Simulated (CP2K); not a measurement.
**[CF2]+ (SMILES F[C+]F) at UBLYP-D3(BJ)/DZVP-MOLOPT-SR-GTH (core potential)**

We compute a single-point energy of [CF2]+. 

The results are computed with CP2K 2026.2.

3 further runs of the same task are left out: 2 that didn't finish, 1 set aside as unsound or not needed.

### Step 1. The structure to begin with

[CF2]+ has 3 atoms, charge +1, and is taken as a doublet. SMILES: `F[C+]F`. The C2–F3 distance was set to 2.185 Å, away from the relaxed value. At this shape a bond of the SMILES string is far longer than usual.

Bond lengths: F1–C2 1.214 Å. A long bond or contact: C2–F3 2.185 Å.

### Step 2. The energy at UBLYP-D3(BJ)/DZVP-MOLOPT-SR-GTH (core potential)

Input file calc.inp:

```
&GLOBAL
 PROJECT_NAME calc
 RUN_TYPE ENERGY
 PRINT_LEVEL MEDIUM
&END GLOBAL
&FORCE_EVAL
 METHOD QS
 &DFT
  BASIS_SET_FILE_NAME BASIS_MOLOPT
  POTENTIAL_FILE_NAME GTH_POTENTIALS
  CHARGE 1
  MULTIPLICITY 2
  SPIN_POLARIZED T
  # Quickstep
  &QS
   METHOD GPW
   EPS_DEFAULT 1.0E-10
  &END QS
  # plane-wave cutoff in Ry
  &MGRID
   CUTOFF 400
   REL_CUTOFF 50
   NGRIDS 4
  &END MGRID
  # no periodic images
  &POISSON
   PERIODIC NONE
   POISSON_SOLVER MULTIPOLE
  &END POISSON
  &SCF
   SCF_GUESS ATOMIC
   EPS_SCF 1.0E-05
   MAX_SCF 40
   &OT
    MINIMIZER DIIS
    PRECONDITIONER FULL_ALL
   &END OT
   &OUTER_SCF
    EPS_SCF 1.0E-05
    MAX_SCF 2
   &END OUTER_SCF
  &END SCF
  # functional
  &XC
   &XC_FUNCTIONAL BLYP
   &END XC_FUNCTIONAL
   &VDW_POTENTIAL
    POTENTIAL_TYPE PAIR_POTENTIAL
    &PAIR_POTENTIAL
     TYPE DFTD3(BJ)
     PARAMETER_FILE_NAME dftd3.dat
     REFERENCE_FUNCTIONAL BLYP
     R_CUTOFF 15
    &END PAIR_POTENTIAL
   &END VDW_POTENTIAL
  &END XC
  # extra output
  &PRINT
   &MOMENTS
    PERIODIC F
    REFERENCE COM
    MAX_MOMENT 1
   &END MOMENTS
   &MO_CUBES
    NLUMO 2
    NHOMO -1
    WRITE_CUBE F
   &END MO_CUBES
   &HIRSHFELD OFF
   &END HIRSHFELD
  &END PRINT
 &END DFT
 &SUBSYS
  # box in angstrom
  &CELL
   ABC 8.8 9.1 8.2
   PERIODIC NONE
  &END CELL
  &COORD
   F      1.123558     1.397197     0.772792
   C      1.020158     0.202857     0.583872
   F     -0.654830    -0.751620    -0.443470
  &END COORD
  &TOPOLOGY
   &CENTER_COORDINATES
   &END CENTER_COORDINATES
  &END TOPOLOGY
  &KIND F
   BASIS_SET DZVP-MOLOPT-SR-GTH-q7
   POTENTIAL GTH-BLYP-q7
  &END KIND
  &KIND C
   BASIS_SET DZVP-MOLOPT-SR-GTH-q4
   POTENTIAL GTH-BLYP-q4
  &END KIND
 &END SUBSYS
&END FORCE_EVAL
```

Started as:

```sh
OMP_NUM_THREADS=1 cp2k.psmp -i calc.inp -o calc.out
```

**Question.** What will come out? Wanted: total energy; HOMO energy; LUMO energy; dispersion energy; ⟨S²⟩.

Answer, from the run:

At UBLYP-D3(BJ)/DZVP-MOLOPT-SR-GTH (core potential):

| quantity | value |
| --- | --- |
| total energy | -53.53581 Eh |
| HOMO energy (highest over α and β) | -16.90 eV |
| LUMO energy (lowest over α and β) | -15.38 eV |
| dispersion energy | -4.30 kJ/mol |
| ⟨S²⟩ | 0.756 |
